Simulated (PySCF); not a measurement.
# Running PySCF for PH

Input:

```python
from pyscf import gto, scf, tdscf

mol = gto.M(
    atom='P 0 0 0; H 0 0 1.246',
    basis='6-311++g**',
    charge=0,
    spin=2,
    verbose=3,
)
mf = scf.UHF(mol)
mf = mf.density_fit(auxbasis='def2-universal-jkfit')
mf.kernel()
td = tdscf.TDHF(mf)
td.nstates = 6
td.kernel()
td.analyze()
mf.dip_moment()
print('orbital energies (hartree):', [e[max(0, n-3):n+3].round(4) for e, n in zip(mf.mo_energy, mol.nelec)])
```

```bash
$ python input.py
```

It prints (some set-up lines and the per-cycle HOMO/LUMO lines with their warnings removed):

```
converged SCF energy = -341.272803880208  <S^2> = 2.0201707  2S+1 = 3.0134171
Excitation energies (eV)
[4.07354713 4.07354713 6.9884571  6.9884571  7.72328593 7.72328593]

** Excitation energies and oscillator strengths **
Excited State   1:      4.07355 eV    304.36 nm  f=0.0356
Excited State   2:      4.07355 eV    304.36 nm  f=0.0356
Excited State   3:      6.98846 eV    177.41 nm  f=0.0862
Excited State   4:      6.98846 eV    177.41 nm  f=0.0862
Excited State   5:      7.72329 eV    160.53 nm  f=0.0435
Excited State   6:      7.72329 eV    160.53 nm  f=0.0435
Dipole moment(X, Y, Z, Debye): -0.00000,  0.00000,  0.95611
orbital energies (hartree): [array([-0.4939, -0.3838, -0.3838,  0.0568,  0.0832,  0.0846]), array([-5.3654, -0.7492, -0.4359,  0.0273,  0.0273,  0.0623])]
```

In short: E(SCF) = -341.272804 Eh, ⟨S²⟩ = 2.020, μz(SCF) = 0.96 D, first excitations without spin–orbit coupling 4.07, 4.07, 6.99, 6.99, 7.72 eV.

Wall time 3.4 s on one thread of a shared host.

The bond length is a typed value, not an optimised one. No search for the lowest solution was made.
